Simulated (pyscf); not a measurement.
Structures and frequencies: ωB97X-D3(BJ)/def2-SVP in PySCF. MP2 and CC: frozen core, UHF for open shells. ΔMP2 is the change of the MP2 total energy from the triple- to the quadruple-zeta basis.

Task: Estimate by transition-state theory the rate constant of `[NH2][SiH2][Cl]` + `[OH2]` -> `[NH2][SiH2][OH]` + `[ClH]` (singlet surface; Cl–Si, H–O broken, O–Si, Cl–H formed) at 900 K, with CCSD(T)/def2-TZVPP + ΔMP2(QZVPP) energies (ideal gas, 1 atm, RRHO with modes under 100 cm⁻¹ raised to 100, one conformer, R ln 2 for chiral ones without a mode under 150 cm⁻¹; no tunnelling).

Result: The electronic barrier is 16.0 kcal/mol and the thermal terms add +34.2, so ΔG‡ = 50.1 kcal/mol. With k_BT/h = 1.88e+13 s⁻¹ and RT = 1.788 kcal/mol, and a volume of 1.23e-19 cm³ per molecule at 1 atm, k = 1.5e-18 cm³ molecule⁻¹ s⁻¹. Wigner's tunnelling factor for 164i cm⁻¹ would be 1.00. A shift of 1 kcal/mol in the barrier changes k by a factor 1.7. On the product side the descent ends in a complex, 6.3 kcal/mol under the separated species and 17.7 kcal/mol under the saddle at ωB97X-D3(BJ)/def2-TZVP. One saddle was located; it need not be the lowest between these sides. The CCSD(T) − MP2 part came from Ansatz, without density fitting, on the same reference.
